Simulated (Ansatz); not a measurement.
# SnAs2: from a trial structure to a relaxed crystal

Computed with DFT PBE, scalar-relativistic, plane waves, PAW in Ansatz. Cutoff 420 eV, Γ-centred k mesh, Gaussian smearing, no spin polarisation in the final step.

The start puts SnAs2 on the sites of a reported Ti2Pd cell (I4/mmm, No. 139), with Sn in place of Pd, As in place of Ti, at a guessed volume.

```
Sn As
1.0
    -1.78258    1.78258    5.80001
     1.78258   -1.78258    5.80001
     1.78258    1.78258   -5.80001
Sn As
1 2
Cartesian
  0.0000 0.0000 0.0000
  0.0000 0.0000 3.9440
  0.0000 0.0000 7.6560
```

Steps on the 6×6×6 mesh (3 atoms). 7 of 7 steps are shown, and the free energy counts from the last. Trial steps that were taken back and renewals of the plane-wave basis can be among the rows.

```
step  ΔF (meV/atom) V (Å³/atom) P (GPa) largest force component (eV/Å)
   1          215.5        24.57    -5.76                           0.405
   2          120.4        21.86    -0.24                           0.683
   3           61.3        20.50     5.28                           0.431
   4           31.7        20.98     6.19                           0.394
   5            0.3        22.75    -0.27                           0.088
   6           -0.2        22.76    -0.06                           0.005
   7            0.0        22.76    -0.06                           0.005
```

Steps on the 18×18×18 mesh (3 atoms). 3 of 5 steps are shown, and the free energy counts from the last.

```tsv
step	ΔF (meV/atom)	V (Å³/atom)	P (GPa)	largest force component (eV/Å)
1	2.7	22.76	-0.32	0.043
2	0.1	22.63	0.05	0.026
5	0.0	22.61	0.02	0.000
```

A final relaxation ran on a 18×18×18 mesh. The relaxed crystal, I4/mmm (No. 139):

```
Sn As
1.0
    -1.78704    1.78704    5.30975
     1.78704   -1.78704    5.30975
     1.78704    1.78704   -5.30975
Sn As
1 2
Direct
  0.00000 0.00000 0.00000
  0.30060 0.30060 0.00000
  0.69940 0.69940 0.00000
```

```yaml
Volume_per_atom: 22.61 Å³
Density: 6.57 g/cm³
Energy_over_the_elements: 0.18 eV/atom
Gap_on_the_18×18×18_mesh: 0 eV (a metal)
```

The zero of energy is the elements' standard structures at the same level; no fitted shifts are applied.

The final run used a 18×18×18 mesh on its 3-atom cell and 0.10 eV smearing. For metals, differences of a few meV/atom aren't resolved.

A structure relaxed within its symmetry needn't be a true minimum.

Cost: 3 runs of about 4 core-minutes in all, on Arm Neoverse V1 (shared hosts).